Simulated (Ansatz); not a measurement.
Two structures, one formula

Two isomers of Si₂NH₃, closed shell, relaxed at PBE0-D4/def2-TZVP (vibrations not checked).

A:

```
6
angstrom
N 0.4749 -0.9068 0.5022
Si 1.1253 -2.1484 1.1898
Si -0.2370 0.4525 -0.2506
H -1.4668 0.0562 -0.9881
H 0.7109 1.0702 -1.2166
H -0.6073 1.4763 0.7633
```

B:

| atom | x (Å) | y (Å) | z (Å) |
| --- | --- | --- | --- |
| N1 | -1.0001 | 0.4104 | -0.2928 |
| Si2 | 0.1884 | 0.1768 | 0.6459 |
| Si3 | 1.8119 | -0.1666 | 2.2153 |
| H4 | -1.6840 | 0.5594 | -1.0027 |
| H5 | 2.4203 | 0.9390 | 1.3391 |
| H6 | 2.1489 | -1.2223 | 1.1518 |

Program: Ansatz 0.2.0. Basis: def2-TZVPP. Cores are frozen in the correlated methods. B3LYP uses VWN-RPA correlation.

(1) Which structure is lower at CCSD(T), and by how much? (To be estimated.)

T1 diagnostic: at most 0.021.

## Answers

(1) The calculation gives: A, by 227.2 kJ/mol (electronic energy, against the other). By their contacts, A is Si₂NH₃ ([Si][N][SiH3]) and B is Si₂NH₃ ([NH][Si][SiH2]).

All methods give the same order:

```
   method  E(B) − E(A) (kJ/mol)
   PBE-D4                 178.1
r2SCAN-D4                 202.1
  PBE0-D4                 197.4
 B3LYP-D4                 219.2
  wB97M-V                 220.8
       HF                 284.3
      MP2                 234.2
     CCSD                 236.2
  CCSD(T)                 227.2
```

Labels in which every atom is bracketed show which atoms are joined, not bond orders.
